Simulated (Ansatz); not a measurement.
# C3H4N2O, SMILES CN=C(O)C#N: a single point in a Gaussian basis

Computed with the Ansatz DFT code, driven from Python.

Contents of `c3h4n2o.xyz`:
```text
10

C    -0.33990   -1.11690    0.88770
N     0.64510   -0.57730   -0.02220
C     0.43180    0.54800   -0.62880
O     1.49230    1.01870   -1.44610
C    -0.72120    1.34850   -0.46390
N    -1.68450    2.01010   -0.30090
H    -0.03830   -2.02980    1.29460
H    -1.29180   -1.23060    0.33920
H    -0.54880   -0.37570    1.76110
H     2.13840    0.35390   -1.41750
```

At the Python prompt:
```pycon
>>> from pathlib import Path
>>> import ansatz as az
>>> geometry = az.Crystal.molecule_from_extxyz("c3h4n2o.xyz")
>>> model = (
...     geometry.calculation()
...     .basis(gaussian="def2-SVP")
...     .functional(az.LibraryFunctional("B2PLYP"))
...     .orbitals()
... )
>>> out = model.run(runs_dir="out")

>>> rep = out.report
>>> rep["reference_energy_ev"]
-8179.048344591856
>>> rep["published_state_doubts"]
[]
>>> rep["converged"], rep["free_energy_ev"]
(True, -8187.351252964826)
>>> print(f"E = {rep['free_energy_ev']:.6f} eV = {rep['free_energy_ev'] / 27.211386246:.7f} Ha")
E = -8187.351253 eV = -300.8796090 Ha
>>> print("converged:", rep["converged"], " doubts:", rep["published_state_doubts"] or "none")
converged: True  doubts: none
>>> lines = Path(rep["orbitals_path"]).read_text().splitlines()
>>> field_of = lambda key: [line.split("=")[1].strip() for line in lines if line.startswith(key)]
>>> orbitals = [(27.211386 * float(e), s, float(n)) for e, s, n in zip(field_of("Ene="), field_of("Spin="), field_of("Occup="))]
>>> homo = max(e for e, _, n in orbitals if n > 0.5)
>>> lumo = min(e for e, _, n in orbitals if n < 0.5)
>>> print(f"HOMO {homo:.3f} eV, LUMO {lumo:.3f} eV, gap {lumo - homo:.3f} eV")
HOMO -9.237 eV, LUMO -0.749 eV, gap 8.489 eV
```

Caveats:
- Total energies depend on the basis set; only differences at equal settings carry meaning.
- The geometry is a force-field or estimated start, not a minimum of this method, and the basis set is short of its limit.
- Levels such as HOMO and LUMO are orbital energies: with these approximate functionals they aren't the ionisation energy and electron affinity, and their gap isn't the fundamental gap.
- For a double hybrid the total adds scaled second-order correlation to the self-consistent reference.
- The whole script took 3.5 s on 1 thread of Intel(R) Xeon(R) 6975P-C (Granite Rapids), on a shared host, peak memory 0.24 GiB.

(Lines on the test bed's own set-up are left out of the output.)
